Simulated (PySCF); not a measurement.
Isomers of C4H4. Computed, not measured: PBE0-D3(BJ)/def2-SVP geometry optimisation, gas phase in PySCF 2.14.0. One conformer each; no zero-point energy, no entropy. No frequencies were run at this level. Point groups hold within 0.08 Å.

**Question.** Rank from lowest to highest electronic energy at this level (kcal/mol).
A. `C=C=C=C` (1,2,3-butatriene)
B. 1-buten-3-yne, `C#CC=C`

**Answer.** B (0.0), A (3.1).

As drawn, the lower has a C≡C bond, which the higher lacks; the higher has cumulated double bonds, which the lower lacks.

| SMILES | E (Eh) | E rel (kcal/mol) | dipole (D) | point group | A, B, C (MHz) |
| --- | --- | --- | --- | --- | --- |
| C#CC=C | -154.42939 | 0.0 | 0.39 | Cs | 50800, 4706, 4307 |
| C=C=C=C | -154.42442 | 3.1 | 0.00 | D2h | 143135, 3974, 3866 |

**Question.** How do the relative energies change in single points at PBE0/pcSseg-1 (no added dispersion term) on the same geometries?

**Answer.** 
| SMILES | PBE0-D3(BJ)/def2-SVP (kcal/mol) | PBE0/pcSseg-1 (kcal/mol) | shift |
| --- | --- | --- | --- |
| C#CC=C | 0.0 | 0.0 | 0.0 |
| C=C=C=C | 3.1 | 4.0 | +0.9 |

Each column counts from its own lowest isomer. The order is unchanged; the largest shift is 0.9 kcal/mol.
